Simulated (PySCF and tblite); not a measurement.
The numbers below are computed, except where a source is named.
C2H4F2, numbered as in [F:1][CH2:2][CH2:3][F:4].

Search: ETKDG and KDG, MMFF94s, GFN2-xTB, 90 starts; geometries at PBE0-D3(BJ)/def2-SVP. Free energies are PBE0-D3(BJ)/def2-TZVP single points with GFN2-xTB rigid-rotor and vibrational terms (modes under about 100 cm⁻¹ blended into free rotors). Symmetry numbers and mirror images are counted. Conformers within 4 kcal/mol (GFN2-xTB free energy) were kept, 5 at most. Run with PySCF (density fitting) and tblite.

Torsions listed: F1–C2–C3–F4. Of a mirror pair one member is shown.

```csv
conformer,shape,symmetry
1,180°,C2h
2,71°,C2 (pair)
```

Task: Which of these conformers is the most populated at 298.15 K, and with what share?

Result: Conformer 2, about 93 %.

Task: Give the DFT energies and free energies relative to the lowest, and all weights.

Result: 
```
conformer  shape  E(DFT) kcal/mol  G(298.15 K) kcal/mol  weight %
        1   180°             1.11                  1.51       7.2
        2    71°             0.00                  0.00      92.8
```

Task: How does its share change from 250 K to 373.15 K?

Result: From 95 % to 90 %; the mixing entropy goes from 1.71 to 1.89 cal/(mol K).
